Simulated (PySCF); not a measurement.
# B₃: structure of the quartet

The task is one start of a wider search on B₃: the quartet, from a obtuse triangle start. It is relaxed, tested by its Hessian and followed downhill if it is a saddle.

Program: PySCF 2.14.0. Level of theory: PBE0, basis B def2-TZVP, no relativity, density fitting. These are calculated values, not measurements.

## 1. The system as given

3 atoms, charge 0, spin multiplicity 4.

Bond lengths: B1–B2 1.673 Å, B1–B3 1.673 Å. Angles: B2–B1–B3 104.9°.

Coordinates in bohr (charge 0 multiplicity 4):
```
B     0.0000    0.0000    0.0000
B     2.5058    1.9275    0.0000
B    -2.5058    1.9275    0.0000
```

## 2. Finding the electronic state

One driver script runs all steps and calls PySCF; scf.py shows how it sets up the SCF of each step. The optimiser is the driver's own. After this first run the driver tries any further starts and a stability analysis.

The input, scf.py:

```python
from pyscf import gto, scf, dft
mol = gto.M(atom='''
B      0.000000     0.000000     0.000000
B      1.326000     1.020000     0.000000
B     -1.326000     1.020000     0.000000''',
    basis={'B': 'def2-TZVP'},
    charge=0, spin=3)
mf = dft.UKS(mol, xc='PBE0')
mf.grids.atom_grid = (50, 194)
aux = {'B': 'def2-universal-JKFIT'}
mf = mf.density_fit(auxbasis=aux)
mf.conv_tol = 1e-08
mf.diis_space = 10
mf.max_cycle = 60
mf.init_guess = 'minao'
mf.verbose = 4
mf.kernel()
```

Run with:

```console
$ OMP_NUM_THREADS=2 python axn.py task.json out
```

The runs that follow: Relaxation: obtuse triangle start, quartet; Hessian and properties.

**Question.** What will these runs give? Wanted: minimum; geometry; wavenumbers; dipole moment; highest occupied, lowest empty level; polar-tensor charge of B1; zero-point energy; atomisation energy; ⟨S²⟩.

As calculated:

```
                                          quantity                                                         value
                                           minimum                                                  quartet, C2v
                                          geometry  B–B 1.573 Å (×2), B–B 1.872 Å; B–B–B 53.5° (×2), B–B–B 73.0°
                                wavenumbers (cm⁻¹)                                448 (a1), 1023 (b2), 1092 (a1)
                                     dipole moment                                                        0.07 D
highest occupied, lowest empty level (either spin)                                               -6.57, -4.70 eV
                         polar-tensor charge of B1                                                       +0.10 e
                                 zero-point energy                                                   15.3 kJ/mol
                               entropy at 298.15 K                                               247.6 J/(mol K)
         atomisation energy (no zero-point energy)                                                    755 kJ/mol
                                              ⟨S²⟩                                                         3.759
```

What this shows: The obtuse triangle start keeps its C2v symmetry and ends in a minimum. The strongest infrared band lies at 448 cm⁻¹ (a1). Other starts or spin states, not run here, may lie lower.
